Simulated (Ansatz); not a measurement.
A made-up structure of Al2H3, doublet:

Al1  (0.577, -1.353, 0.838)
Al2  (-0.357, 0.852, -0.550)
H3  (1.065, -2.594, 1.734)
H4  (-1.898, 0.748, -1.438)
H5  (0.613, 2.346, -0.583)
(Å)

It is relaxed with PBE-D4/def2-SVP and then PBE0-D4/def2-TZVP (Ansatz 0.2.0). Atoms count as bonded within 1.22 times the sum of their covalent radii (H–H: 0.88 Å). The end point is not checked to be a true minimum.

Q: Does its bonding change? (Judge from chemistry; the calculation decides.)

A: The calculation gives: No: no bond forms or breaks.

Where it ends: The first stage lowers the energy by 0.62 eV in 9 steps. It ends as Al₂H₃ ([AlH][AlH2]):
Al1  (0.705, -1.335, 0.431)
Al2  (-0.353, 0.785, -0.430)
H3  (0.829, -2.236, 1.746)
H4  (-1.711, 0.677, -1.253)
H5  (0.529, 2.109, -0.494)
(Å)

Labels in which every atom is bracketed show which atoms are joined, not bond orders.

For scale, one of the runs: PBE0-D4/def2-TZVP relaxation, 92 basis functions, launched by `ansatz run in.yaml --threads 2 --pin off --events-out ev --progress --plain --max-ram 4352MiB`. The run took about 13 s on 2 CPU threads of an Arm Neoverse V1 (shared host).
